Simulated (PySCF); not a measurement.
**Potential energy of BCl⁺ along the bond**

Set-up: PySCF, no relativity, basis sets B 6-311G(d,p), Cl 6-311G(d,p). Energies in eV from B⁺ + Cl in their ground configurations at the same level. State: ²Σ⁺ (doublet), unpaired electrons σ ↑.

```tsv
R (Å)	M06-2X	PBE	r²SCAN	PBE0
1.379	-2.251	-2.749	-2.872	-2.603
1.443	-3.083	-3.616	-3.729	-3.447
1.507	-3.541	-4.109	-4.208	-3.914
1.555	-3.700	-4.295	-4.382	-4.079
1.603	-3.739	-4.361	-4.433	-4.123
1.651	-3.684	-4.332	-4.389	-4.072
1.715	-3.501	-4.185	-4.220	-3.894
1.795	-3.156	-3.881	-3.887	-3.552
1.891	-2.648	-3.417	-3.387	-3.044
2.020	-1.928	-2.737	-2.663	-2.318
```

Task: Put a parabola through the three lowest points of the M06-2X curve and estimate Re, k and ωe (reduced mass 8.373 u; 1 eV/Å² = 0.16022 mdyn/Å; ωe = 1302.8·√(k/μ) cm⁻¹).

Result: Through R = 1.555, 1.603, 1.651 Å the second-order coefficient is 20.4 eV/Å², so Re ≈ 1.599 Å, k ≈ 6.54 mdyn/Å and ωe ≈ 1151 cm⁻¹. A polynomial fit of higher order to the unrounded M06-2X energies gives Re = 1.597 Å, k = 6.69 mdyn/Å, ωe = 1165 cm⁻¹; anharmonicity and rounding make the difference.

The higher-order fit for each curve: M06-2X: Re = 1.597 Å, ωe = 1165 cm⁻¹, De = 3.74 eV; PBE: Re = 1.611 Å, ωe = 1123 cm⁻¹, De = 4.36 eV; r²SCAN: Re = 1.603 Å, ωe = 1154 cm⁻¹, De = 4.43 eV; PBE0: Re = 1.599 Å, ωe = 1162 cm⁻¹, De = 4.12 eV.

For an ion De counts to the pair picked by the measured ionisation energies or electron affinities, which need not be the lowest pair at this level. The state was picked by a PBE0 search and need not be the measured ground state.
